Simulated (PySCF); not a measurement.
Vertical excitation energies

Species: hexane, C₆H₁₄.
Numbering: `[CH3:1][CH2:2][CH2:3][CH2:4][CH2:5][CH3:6]` (hydrogens: H7, H8, H9 on C1; H10, H11 on C2; H12, H13 on C3; H14, H15 on C4; H16, H17 on C5; H18, H19, H20 on C6)

Method used: PySCF 2.14.0, density-fitted response routines, TDDFT PBE0/def2-SVPD, vertical, gas phase, core orbitals frozen in the response. The structure is a single PBE0-D3(BJ)/def2-SVP conformer in the gas phase; no vibrational or solvent corrections. Torsions of this conformer, `[CH3:1][CH2:2][CH2:3][CH2:4][CH2:5][CH3:6]`: C1–C2–C3–C4 180°, C2–C3–C4–C5 180°, C3–C4–C5–C6 180°.

Task: Predict the UV-vis stick spectrum at this level.

Result: 

```csv
state,E (eV),E (hartree),f,symmetry,"main configurations (H = HOMO, L = LUMO)"
S1,8.50,0.3124,0.0000,–,H-1→L (91%)
S2,8.53,0.3134,0.0000,–,H→L (97%)
S3,8.66,0.3184,0.0016,–,"H-2→L (72%), H-1→L+1 (24%)"
S4,8.88,0.3262,0.029,Bu,H→L+1 (91%)
S5,8.92,0.3279,0.0000,–,H-3→L (94%)
S6,9.07,0.3333,0.0000,–,"H-2→L+1 (69%), H-5→L (16%)"
S7,9.08,0.3337,0.021,Au,"H-1→L+1 (67%), H-2→L (19%), H-1→L+2 (9%)"
S8,9.12,0.3352,0.018,Bu,H→L+2 (89%)
S9,9.12,0.3352,0.096,Au,H-1→L+2 (88%)
S10,9.18,0.3372,0.053,Bu,"H-3→L+1 (62%), H-4→L (23%), H→L+2 (9%)"
```

Triplets (Tamm–Dancoff): T1 8.25 eV, H-1→L (82%), H-2→L+1 (9%); T2 8.40 eV, H→L (90%); T3 8.43 eV, H-2→L (66%), H-1→L+1 (25%); T4 8.61 eV, H-3→L (85%).

The lowest singlet lies at 8.50 eV (146 nm, vacuum ultraviolet) and is dark (f under 0.0005); its leading configuration is HOMO-1→LUMO (91%). The strongest level in the table is S9 at 9.12 eV (136 nm, f = 0.096). S8/S9 lie within about 0.01 eV of each other. Löwdin shares by element: HOMO carbon 62% or more (atoms not listed hold the other 38%); LUMO carbon 37% or more (atoms not listed hold the other 63%). Of the 10 states listed, 5 reach f = 0.01 and 4 stay under 0.0005. The listed states span 0.68 eV, and the widest gap between neighbours is 0.21 eV (S3 to S4). Weighted by f, the mean energy of these states is 9.09 eV. All these states lie below the vertical ionisation energy of 10.60 eV (ΔSCF). Symmetry labels in C2h follow from the direction of the transition dipole and are given only for states with f of 0.002 or more. Singlets were solved by full linear response, triplets in the Tamm–Dancoff approximation.
